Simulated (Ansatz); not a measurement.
Cost against result

Saddle point of SiNH₇S, closed shell (SiNH₅ ([NH2][SiH3]) + H₂S → SiH₄S ([SiH3][SH]) + NH₃; bonds formed: Si1–S7, N2–H6; bonds broken: Si1–N2, H6–S7), PBE0-D4/def2-TZVP structure:

```xyz
10
angstrom
Si -0.9587 0.4438 0.0087
N 0.1333 -1.0046 0.4086
H -0.9283 0.7833 -1.4235
H -2.2784 -0.2472 0.2197
H -0.8870 1.4709 1.0602
H 1.0967 -0.4311 0.2856
S 1.7915 1.2404 -0.1813
H -0.0007 -1.3775 1.3448
H 0.0562 -1.7682 -0.2578
H 1.9755 0.8902 -1.4649
```

Barriers are electronic and count from the start structure reached by relaxing down the imaginary mode.

Computed with Ansatz 0.2.0 (basis: as named in each row); correlated methods freeze the cores. B3LYP uses VWN-RPA correlation. Extrapolation: Hartree–Fock as exp(−7.88 √X), correlation as X^−2.97.

Times are rough, for one single point on 4 threads of a shared host (Arm Neoverse V1).

The estimate by CCSD(T) at an estimated basis limit (MP2 extrapolated from triple and quadruple zeta, plus CCSD(T) − MP2 in triple zeta) is 90.9 kJ/mol.

```json
{"method": "HF", "basis": "STO-3G", "time (s)": "under 1", "barrier (kJ/mol)": "246.1", "method less estimate": "155.2"}
{"method": "PBE-D4", "basis": "STO-3G", "time (s)": "under 1", "barrier (kJ/mol)": "113.7", "method less estimate": "22.8"}
{"method": "SPW92", "basis": "def2-SVP", "time (s)": "under 1", "barrier (kJ/mol)": "36.7", "method less estimate": "-54.2"}
{"method": "B3LYP-D4", "basis": "6-31G", "time (s)": "under 1", "barrier (kJ/mol)": "36.5", "method less estimate": "-54.4"}
{"method": "PBE-D4", "basis": "def2-SVP", "time (s)": "under 1", "barrier (kJ/mol)": "60.5", "method less estimate": "-30.4"}
{"method": "PBE0-D4", "basis": "def2-SVP", "time (s)": "under 1", "barrier (kJ/mol)": "70.0", "method less estimate": "-20.9"}
{"method": "SPW92", "basis": "def2-TZVPP", "time (s)": "1", "barrier (kJ/mol)": "44.2", "method less estimate": "-46.6"}
{"method": "CCSD(T)", "basis": "def2-SVP", "time (s)": "1", "barrier (kJ/mol)": "110.1", "method less estimate": "19.2"}
{"method": "PBE-D4", "basis": "def2-TZVPP", "time (s)": "2", "barrier (kJ/mol)": "65.9", "method less estimate": "-25.0"}
{"method": "BLYP-D4", "basis": "def2-TZVPP", "time (s)": "2", "barrier (kJ/mol)": "82.1", "method less estimate": "-8.7"}
{"method": "B3LYP-D4", "basis": "def2-TZVPP", "time (s)": "2", "barrier (kJ/mol)": "88.6", "method less estimate": "-2.3"}
{"method": "BHLYP-D4", "basis": "def2-TZVPP", "time (s)": "2", "barrier (kJ/mol)": "99.0", "method less estimate": "8.1"}
{"method": "PBE0-D4", "basis": "def2-TZVPP", "time (s)": "2", "barrier (kJ/mol)": "74.9", "method less estimate": "-16.0"}
{"method": "CAM-B3LYP-D4", "basis": "def2-TZVPP", "time (s)": "2", "barrier (kJ/mol)": "95.3", "method less estimate": "4.4"}
{"method": "RPA on PBE", "basis": "def2-TZVPP", "time (s)": "3", "barrier (kJ/mol)": "101.7", "method less estimate": "10.8"}
{"method": "wB97M-V", "basis": "def2-SVP", "time (s)": "3", "barrier (kJ/mol)": "82.4", "method less estimate": "-8.5"}
{"method": "B2PLYP", "basis": "def2-TZVPP", "time (s)": "3", "barrier (kJ/mol)": "95.1", "method less estimate": "4.2"}
{"method": "PBE-QIDH", "basis": "def2-TZVPP", "time (s)": "3", "barrier (kJ/mol)": "84.5", "method less estimate": "-6.4"}
{"method": "r2SCAN-D4", "basis": "def2-TZVPP", "time (s)": "3", "barrier (kJ/mol)": "75.9", "method less estimate": "-15.0"}
{"method": "r2SCAN0-D4", "basis": "def2-TZVPP", "time (s)": "4", "barrier (kJ/mol)": "81.0", "method less estimate": "-9.8"}
{"method": "wB97X-V", "basis": "def2-TZVPP", "time (s)": "6", "barrier (kJ/mol)": "93.2", "method less estimate": "2.3"}
{"method": "wB97M-V", "basis": "def2-TZVPP", "time (s)": "6", "barrier (kJ/mol)": "88.4", "method less estimate": "-2.4"}
{"method": "B97M-V", "basis": "def2-TZVPP", "time (s)": "7", "barrier (kJ/mol)": "92.7", "method less estimate": "1.8"}
{"method": "MP2", "basis": "def2-QZVPP", "time (s)": "12", "barrier (kJ/mol)": "87.2", "method less estimate": "-3.7"}
{"method": "CCSD(T)", "basis": "def2-TZVPP", "time (s)": "37", "barrier (kJ/mol)": "96.4", "method less estimate": "5.6"}
```

All methods are single points on the PBE0-D4 structures.

No T1 diagnostic of these runs exceeds 0.011.

Labels in which every atom is bracketed show which atoms are joined, not bond orders.
